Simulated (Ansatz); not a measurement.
# AlBSi (quintet): wave-function methods side by side, cc-pVDZ

An exercise on one series of results from a longer session: the logs are not shown, and one member is left open.

The runs use Ansatz 0.2.0, Gaussian basis; cc-pVDZ, core rule «outside noble gas», up to 11 orbitals frozen.

Plan: UHF; CCSD(T) on ROHF; CCSD(T) on UHF; BCCD(T) on ROHF; CISD; CCSDT(Q) on ROHF; CCSDT(Q) on UHF; CASSCF and MRCISD+Q, 10 electrons in 11 orbitals; CASSCF and NEVPT2, 10 electrons in 11 orbitals.

21 further runs of the same task are left out: 10 that didn't finish, 11 set aside as unsound or not needed.

## The system

The geometry is a PBE0/def2-TZVP stationary point (not a proven minimum) of the parent state, kept for this charge and spin.

3 atoms, charge 0, spin multiplicity 5.

Atoms are counted from 1 here; the program's logs count them from 0.

Bond lengths: B1–Al2 2.038 Å, Al2–Si3 2.367 Å. Angles: B1–Al2–Si3 180.0°.

Geometry (Å):

```xyz
3
AlBSi
B     0.0000    0.0000   -2.1478
Al    0.0000    0.0000   -0.1096
Si    0.0000    0.0000    2.2574
```

The first run:

in.yaml

```yaml
crystal:
  periodic: [false, false, false]
  atoms:
    - {symbol: B, position_ang: [0.000000, 0.000000, -2.147800]}
    - {symbol: Al, position_ang: [0.000000, 0.000000, -0.109600]}
    - {symbol: Si, position_ang: [0.000000, 0.000000, 2.257400]}
basis:
  gaussian: {orbitals: cc-pVDZ}
magnetization: {spin_polarized: true, initial_magnetization: 4}
hamiltonian: {xc: hf}
output: {orbitals: {seedname: orbitals}}
```

The run is started by

```sh
$ ansatz run in.yaml --threads 1 --pin off --events-out ev --progress --plain --max-ram 2393MiB
```

Steps of the session up to this table: UHF; CCSD(T) on ROHF; CCSD(T) on UHF; BCCD(T) on ROHF; CISD; CCSDT(Q) on ROHF; CCSDT(Q) on UHF; CASSCF and MRCISD+Q, 10 electrons in 11 orbitals; CASSCF and NEVPT2, 10 electrons in 11 orbitals.

One of the session's tables, all rows but one given; the rest of the session is left out.

| method | from RCCSDT(Q) (kJ/mol) |
| --- | --- |
| ROHF | +541.2 |
| UHF | +528.3 |
| RMP2 | +152.9 |
| UMP2 | +156.1 |
| CISD | +83.4 |
| RCCSD | +40.0 |
| UCCSD | +39.7 |
| RCCSD(T) | +11.8 |
| UCCSD(T) | +12.0 |
| BCCD(T) | +11.9 |
| RCCSDT | +3.3 |
| UCCSDT | +3.2 |
| RCCSDT(Q) | 0 |
| UCCSDT(Q) | -0.5 |
| CASSCF frontier | +365.2 |
| NEVPT2 frontier | ? |
| MRCISD frontier | +34.9 |
| MRCISD+Q frontier | +2.6 |

**Question.** Estimate the row for NEVPT2 frontier.

**Answer.** from RCCSDT(Q) (kJ/mol): +91.6. In the column «from RCCSDT(Q) (kJ/mol)» it lies between CISD (+83.4) and RMP2 (+152.9).

To keep in mind: Restricted and unrestricted rows rest on different reference determinants; where their highest levels disagree by more than a few hundredths of an eV, they describe different states and don't form one ladder.
